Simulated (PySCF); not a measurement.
## Structure from NMR data

The spectra below were simulated for a compound C₂H₆S₂.

1H NMR (300 MHz, computed): δ 2.16 (s, 6H).

13C{1H} NMR (computed): δ 25.6 (CH3).

A single conformation, non-relativistic Hamiltonian, rapidly exchanging positions averaged, in vacuum. GIAO B97-2/pcSseg-2 shieldings; coordinates at the PBE0-D3(BJ)/def2-TZVP level; PySCF.

Chemical shifts δ = σref − σ; 1H (31.64 ppm) and 13C (185.38 ppm) vs TMS, all at this level.

Task: Propose a structure and justify it.

Result: 
1. The formula gives 0 degrees of unsaturation.
2. 1 carbon signal for 2 carbons: some carbons are equivalent by symmetry or fast rotation.
3. Carbon types of the structure: 2 × CH3, which accounts for all hydrogens.
4. δC 25.6: methyl carbon bonded to S.
5. δH 2.16: hydrogen on a methyl carbon bonded to S.

These data were computed for SMILES S(SC)C.

Shifts are as computed. Against solution values, carbons near 30 ppm lie about +3 ppm off and those near 130 ppm about +7 ppm. Of 1309 compounds with measured shifts, 239 miss one by over three times the rms of a fit or turn the order of signals round; such compounds aren't used in these exercises.
